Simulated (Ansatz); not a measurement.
# Ge₂⁺, doublet: vertical spin and charge gaps

Geometry (PBE0/def2-TZVP stationary point for this spin):

```tsv
atom	x (Å)	y (Å)	z (Å)
Ge	0.0000	0.0000	0.0000
Ge	0.0000	0.0000	2.4906
```

Basis cc-pVDZ; Ansatz 0.2.0. Only valence electrons are correlated (noble-gas cores and the filled d shells of p-block atoms frozen). R marks a restricted (for open shells ROHF) determinant. Active spaces: valence = (7e, 8o) chosen from the atoms' valence shells. No spin–orbit coupling is included, and no scalar relativity.

Gaps are energies of the second state less the first, at fixed atoms, for a selection of the levels run; each method lands on the state that its own search finds for that charge and spin.

For open shells CISD and CISDTQ are restricted-active-space CI with the open shells as a complete middle space.

Quartet less doublet: -0.592 eV at full CI (doublet B3u, quartet B1g, in D2h).

```json
{"level": "RHF", "gap (eV)": "-0.569", "error (meV)": "23"}
{"level": "RMP2", "gap (eV)": "-0.722", "error (meV)": "-130"}
{"level": "CISD", "gap (eV)": "-0.636", "error (meV)": "-44"}
{"level": "RCCSD", "gap (eV)": "-0.529", "error (meV)": "63"}
{"level": "RCCSD(T)", "gap (eV)": "-0.584", "error (meV)": "8"}
{"level": "BCCD(T)", "gap (eV)": "-0.584", "error (meV)": "8"}
{"level": "RCCSDT", "gap (eV)": "-0.589", "error (meV)": "3"}
{"level": "CISDTQ", "gap (eV)": "-0.604", "error (meV)": "-12"}
{"level": "RCCSDT(Q)", "gap (eV)": "-0.593", "error (meV)": "-1"}
{"level": "CASSCF (valence space)", "gap (eV)": "-0.547", "error (meV)": "45"}
{"level": "NEVPT2 (valence space)", "gap (eV)": "-0.688", "error (meV)": "-96"}
{"level": "MRCISD (valence space)", "gap (eV)": "-0.625", "error (meV)": "-33"}
{"level": "MRCISD+Q (valence space)", "gap (eV)": "-0.634", "error (meV)": "-42"}
{"level": "MRCISD+Q(relaxed) (valence space)", "gap (eV)": "-0.604", "error (meV)": "-12"}
```

Full CI is exact within this basis and frozen core; it isn't the basis-set limit.
